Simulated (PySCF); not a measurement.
1,3-dioxane, C₄H₈O₂.
Atom-mapped SMILES: `[CH2:1]1[CH2:2][O:3][CH2:4][O:5][CH2:6]1`

Probes without a nucleus sit at each ring's centroid and 1 Å off its mean plane on both sides; NICS is minus the shielding there, NICSzz its component along the normal. Level: GIAO CAM-B3LYP/pcSseg-2 (PySCF, non-relativistic, gas phase) on the PBE0-D3(BJ)/def2-SVP geometry, one conformer.

Ring bond lengths (Å): C1–C2 1.522, C2–O3 1.408, O3–C4 1.390, C4–O5 1.390, O5–C6 1.408, C6–C1 1.522.

Give the NICS values of each ring in ppm.

```
             ring                                               type  NICS(0)  NICS(1), two faces  NICS(1)zz, two faces  rms pucker (Å)  centre to ring atoms, mean (Å)
C1–C2–O3–C4–O5–C6  6-membered ring with 2 O; formal bonds all single     -1.6         -1.0 / -1.0             3.1 / 2.3            0.22                            1.39
```

What can be read from them?

- C1–C2–O3–C4–O5–C6: mean NICS(1)zz 2.7 ppm, near zero. C1, C2, C4, C6 have four or more neighbours; no verdict on aromaticity is drawn.

At the second NICS(1) probe listed for ring C1–C2–O3–C4–O5–C6, 1 Å off the ring, how large is the induced field along the normal in 7.05 T applied along it?

NICSzz × B0 = 2.3 ppm × 7.05 T = 16 μT, along the applied field.

Give the inner angles of the rings.

- C1–C2–O3–C4–O5–C6: C1 108.5°, C2 110.3°, O3 111.5°, C4 113.1°, O5 111.5°, C6 110.4°; sum 665.3° against 720° for a flat convex ring.

What are the shieldings of the ring atoms and their hydrogens in the same run (means over atoms taken as equivalent)?

| atoms | environment | σ isotropic (ppm) | principal values of the symmetric part, first atom (ppm) |
| --- | --- | --- | --- |
| C1 | ring CH2 carbon | 151.5 | 140.5, 150.9, 163.0 |
| C2 (×2) | sp3 carbon bound to oxygen | 111.6 | 87.3, 97.9, 149.7 |
| O3 (×2) | cyclic ether oxygen | 254.2 | 174.9, 269.0, 318.6 |
| C4 | sp3 carbon bearing two oxygens | 83.2 | 61.6, 82.5, 105.4 |
| H on C1 (×2) | methylene hydrogen | 29.79 | 26.0, 27.7, 34.0 |
| H on C2 (×4) | methylene hydrogen | 27.56 | 23.5, 26.4, 32.1 |
| H on C4 (×2) | methylene hydrogen | 26.56 | 22.0, 27.1, 31.2 |

How do the values depend on the level or the medium?

| level | NICS(0), C1–C2–O3–C4–O5–C6 | mean NICS(1)zz, C1–C2–O3–C4–O5–C6 |
| --- | --- | --- |
| CAM-B3LYP/pcSseg-2, gas | -1.6 | 2.7 |
| PBE0/pcSseg-1, gas | -1.9 | 2.7 |

The geometry is the same throughout.
